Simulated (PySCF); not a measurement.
## SiH: a composite coupled-cluster calculation

State: ²Π, doublet, unpaired electrons π ↑. De refers to Si + H. ROHF-based CCSD(T) in PySCF 2.14 with Si aug-cc-pV(T+d)Z, H aug-cc-pVTZ and Si aug-cc-pV(Q+d)Z, H aug-cc-pVQZ (frozen core orbitals: 5; no relativity). Correlation energies are extrapolated as n⁻³ (n = 3, 4), Hartree–Fock as (n+1)·exp(−9√n). CV is the change on freezing 1 orbitals instead, in Si cc-pwCVTZ, H cc-pVTZ. SR is the spin-free X2C energy in Si cc-pVTZ-DK, H cc-pVTZ-DK less the non-relativistic one in Si cc-pVTZ, H cc-pVTZ.

```csv
Level,Re (Å),ωe (cm⁻¹),ωexe (cm⁻¹),αe (cm⁻¹),De (eV)
CCSD(T)/TZ,1.5253,2027.6,35.0,0.214,3.134
CCSD(T)/QZ,1.5226,2045.8,36.0,0.215,3.179
HF/CBS,1.5128,2130.6,31.6,0.195,2.265
MP2/CBS,1.5145,2110.2,32.5,0.199,3.064
CCSD/CBS,1.5199,2066.3,35.4,0.211,3.189
CCSD(T)/CBS,1.5219,2053.6,36.1,0.214,3.206
CCSD(T)/CBS+CV,1.5194,2052.9,36.1,0.215,3.205
CCSD(T)/CBS+CV+SR,1.5195,2049.8,36.1,0.215,3.200
```

Task: How much is left between CCSD(T)/QZ and the basis-set limit, and how much do the triples give at the limit?

Result: CCSD(T)/CBS less CCSD(T)/QZ: -0.7 mÅ in Re, +7.8 cm⁻¹ in ωe and +0.027 eV in De. CCSD(T)/CBS less CCSD/CBS: +2.0 mÅ in Re, -12.7 cm⁻¹ in ωe and +0.017 eV in De.

Task: What do the later terms add?

Result: CV: -2.5 mÅ in Re, -0.7 cm⁻¹ in ωe and -0.001 eV in De; SR: +0.1 mÅ in Re, -3.1 cm⁻¹ in ωe and -0.005 eV in De, each against the row above.

The T1 diagnostic is 0.023. The state was picked by a PBE0 search and need not be the measured ground state. Spin–orbit coupling, excitations beyond (T) and corrections to the Born–Oppenheimer picture are left out.

The whole job (state search and all basis sets along the bond) took about 7.9 min on 4 threads of Arm Neoverse V2 (shared host), peak memory 16 GiB.
